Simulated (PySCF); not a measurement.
## How the method moves the adiabatic energies of losing or gaining an electron of ethanide

Structure: `[CH2-]C` ([C2H5]-).

All levels share the PBE0-D3(BJ)/ma-def2-SVP structures and the PBE0-D3(BJ)/ma-def2-SVP thermal terms; only the single-point energies (PySCF) change. Values are adiabatic energies of losing or gaining an electron (0 K, eV).

| level | detachment energy to the radical | abs. error | time |
| --- | --- | --- | --- |
| HF/ma-def2-TZVP | -1.75 | 1.49 | 1.6 s |
| CCSD(T)/ma-def2-TZVP | -0.38 | 0.12 | 4.5 min |
| CAM-B3LYP-D3(BJ)/ma-def2-TZVP | -0.32 | 0.06 | – |
| MP2/ma-def2-TZVP | -0.31 | 0.05 | 8.4 s |
| ATcT 1.112 | -0.26 |  |  |

Times are wall times for all single points of a level on 1 thread of Arm Neoverse V1, a shared host; the dash marks the run that also made the structures.

Hartree-Fock leaves out electron correlation, so its ionisation energies and electron affinities from energy differences come out too low, often by 1 eV or more.

The spread: 1.44 eV, from -1.75 to -0.31.

Caveats: the parent anion holds its electron weakly or not at all, so the values hang on the basis.
